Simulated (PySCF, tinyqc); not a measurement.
CIS on RHF in the sto-3g basis, for BH, spin multiplicity 1, step by step. The lowest restricted solution is unstable here: a spin-polarised one lies 0.0062 hartree lower (PySCF). One step of it, computed by the program tinyqc.

Task: CIS matrix, singlets. A(ia,jb) = (e_a - e_i) d_ij d_ab + 2 (ia|jb) - (ij|ab).

orbital energies (hartree): MO1 -7.363620, MO2 -0.496926, MO3 -0.246723, MO4 0.259457, MO5 0.259457, MO6 0.474827

Two-electron integrals over orbitals (pq|rs), unique and non-zero (hartree):
```
(11|11) 2.892289    (21|11) -0.261146   (21|21) 0.037796    (22|11) 0.610092
(22|21) -0.007528   (22|22) 0.497435    (31|11) -0.182723   (31|21) 0.024059
(31|22) -0.014548   (31|31) 0.026151    (32|11) 0.132148    (32|21) -0.008596
(32|22) -0.040401   (32|31) 0.005317    (32|32) 0.109471    (33|11) 0.618155
(33|21) -0.011136   (33|22) 0.436085    (33|31) 0.003288    (33|32) 0.034402
(33|33) 0.497970    (41|41) 0.021624    (42|41) 0.022118    (42|42) 0.074831
(43|41) 0.015456    (43|42) 0.044400    (43|43) 0.047396    (44|11) 0.742008
(44|21) -0.009716   (44|22) 0.462733    (44|31) -0.006310   (44|32) 0.071191
(44|33) 0.462805    (44|44) 0.586773    (51|51) 0.021624    (52|51) 0.022118
(52|52) 0.074831    (53|51) 0.015456    (53|52) 0.044400    (53|53) 0.047396
(54|54) 0.031630    (55|11) 0.742008    (55|21) -0.009716   (55|22) 0.462733
(55|31) -0.006310   (55|32) 0.071191    (55|33) 0.462805    (55|44) 0.523513
(55|55) 0.586773    (61|11) 0.111837    (61|21) -0.019210   (61|22) -0.006609
(61|31) -0.000293   (61|32) 0.015281    (61|33) 0.016189    (61|44) 0.003730
(61|55) 0.003730    (61|61) 0.022959    (62|11) -0.167793   (62|21) 0.002724
(62|22) -0.040059   (62|31) 0.012639    (62|32) -0.040400   (62|33) 0.005169
(62|44) -0.089947   (62|55) -0.089947   (62|61) 0.010151    (62|62) 0.105940
(63|11) 0.140578    (63|21) -0.003833   (63|22) -0.015509   (63|31) 0.005139
(63|32) 0.097407    (63|33) 0.046408    (63|44) 0.074919    (63|55) 0.074919
(63|61) 0.009991    (63|62) -0.061548   (63|63) 0.115013    (64|41) -0.008902
(64|42) -0.031408   (64|43) -0.002801   (64|64) 0.028061    (65|51) -0.008902
(65|52) -0.031408   (65|53) -0.002801   (65|65) 0.028061    (66|11) 0.627565
(66|21) -0.006212   (66|22) 0.510363    (66|31) -0.014648   (66|32) -0.061822
(66|33) 0.461229    (66|44) 0.451336    (66|55) 0.451336    (66|61) -0.008704
(66|62) -0.011579   (66|63) -0.035886   (66|66) 0.561547
```

Give: CIS matrix A, singlet.

Result:

CIS matrix A, singlet (hartree):
```
       1>4    1>5    1>6    2>4    2>5     2>6    3>4    3>5
1>4  6.924  0.000  0.000  0.054  0.000   0.000  0.037  0.000
1>5  0.000  6.924  0.000  0.000  0.054   0.000  0.000  0.037
1>6  0.000  0.000  7.257  0.000  0.000   0.027  0.000  0.000
2>4  0.054  0.000  0.000  0.443  0.000   0.000  0.018  0.000
2>5  0.000  0.054  0.000  0.000  0.443   0.000  0.000  0.018
2>6  0.000  0.000  0.027  0.000  0.000   0.673  0.000  0.000
3>4  0.037  0.000  0.000  0.018  0.000   0.000  0.138  0.000
3>5  0.000  0.037  0.000  0.000  0.018   0.000  0.000  0.138
3>6  0.000  0.000  0.035  0.000  0.000  -0.061  0.000  0.000

        3>6
1>4   0.000
1>5   0.000
1>6   0.035
2>4   0.000
2>5   0.000
2>6  -0.061
3>4   0.000
3>5   0.000
3>6   0.490
```
